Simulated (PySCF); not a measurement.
Compound: C4H7S (charge -1).
Atom-mapped SMILES: `[CH3:1]/[CH:2]=[CH:3]/[CH2:4][S-:5]` (hydrogens: H6, H7, H8 on C1; H9 on C2; H10 on C3; H11, H12 on C4)

The same species was optimised twice, with GFN2-xTB and with PBE0-D3(BJ)/def2-SVP (PySCF), and the same property calculations (PySCF, gas phase) were run on both structures.

```csv
coordinate,GFN2-xTB,PBE0-D3(BJ)/def2-SVP,change
C2–H9 (Å),1.084,1.099,+0.015
C3–H10 (Å),1.085,1.100,+0.015
C1–H8 (Å),1.093,1.108,+0.015
C1–H7 (Å),1.089,1.102,+0.013
C2=C3 (Å),1.330,1.344,+0.014
C4–H12 (Å),1.099,1.112,+0.013
C4–H11 (Å),1.097,1.110,+0.013
C1–H6 (Å),1.095,1.107,+0.012
C3–C4 (Å),1.478,1.490,+0.012
C1–C2 (Å),1.498,1.497,-0.001
C4–S5 (Å),1.822,1.821,-0.001
S5–C4–H11 (°),109.6,113.2,+3.6
H11–C4–H12 (°),109.1,105.7,-3.4
C3–C4–H12 (°),111.9,108.7,-3.2
C3–C4–S5 (°),105.7,108.6,+2.9
S5–C4–H12 (°),108.7,111.6,+2.9
C3–C4–H11 (°),111.8,108.9,-2.9
C2–C3–C4 (°),125.3,127.0,+1.7
C2–C1–H6 (°),110.9,112.6,+1.7
C2–C3–C4–S5 (°),-106,-118,-12
```

Rotational constants: A = 12124, B = 1674, C = 1571 MHz (GFN2-xTB) against A = 13397, B = 1558, C = 1477 MHz (PBE0-D3(BJ)/def2-SVP). Point groups within 0.08 Å: C1 and C1.

On the GFN2-xTB structure: HOMO (eV) 0.55 [PBE0/pcSseg-1]; LUMO (eV) 5.12 [PBE0/pcSseg-1]; GIAO shielding of C1 (ppm) 164.1 [PBE0/pcSseg-1]; GIAO shielding of C2 (ppm) 84.0 [PBE0/pcSseg-1]; GIAO shielding of C3 (ppm) 38.7 [PBE0/pcSseg-1]; GIAO shielding of C4 (ppm) 146.5 [PBE0/pcSseg-1]; GIAO shielding of S5 (ppm) 577.6 [PBE0/pcSseg-1].

Task: What do these properties become on the PBE0-D3(BJ)/def2-SVP structure?

Result: 
| property | level | on GFN2-xTB | on PBE0-D3(BJ)/def2-SVP | change |
| --- | --- | --- | --- | --- |
| HOMO (eV) | PBE0/pcSseg-1 | 0.55 | 0.47 | -0.08 |
| LUMO (eV) | PBE0/pcSseg-1 | 5.12 | 4.92 | -0.20 |
| energy, GFN2-xTB geometry as zero (kcal/mol) | PBE0/pcSseg-1 | 0.0 | -1.3 | -1.3 |
| GIAO shielding of C1 (ppm) | PBE0/pcSseg-1 | 164.1 | 162.5 | -1.6 |
| GIAO shielding of C2 (ppm) | PBE0/pcSseg-1 | 84.0 | 81.3 | -2.7 |
| GIAO shielding of C3 (ppm) | PBE0/pcSseg-1 | 38.7 | 30.0 | -8.7 |
| GIAO shielding of C4 (ppm) | PBE0/pcSseg-1 | 146.5 | 141.8 | -4.7 |
| GIAO shielding of S5 (ppm) | PBE0/pcSseg-1 | 577.6 | 610.8 | +33.2 |

The heavy atoms differ by 0.089 Å rms after alignment. Among all bonds C1–H8, C2=C3, C2–H9 and C3–H10 change most and about equally (+0.014 to +0.015 Å). Changes are differences of the printed values. Neither structure is proved a minimum here. Geometry: PBE0-D3(BJ)/def2-SVP, one conformer, isolated ion.

The values belong to the conformer `[CH3:1]/[CH:2]=[CH:3]/[CH2:4][S-:5]`: C2–C3–C4–S5 -118°.
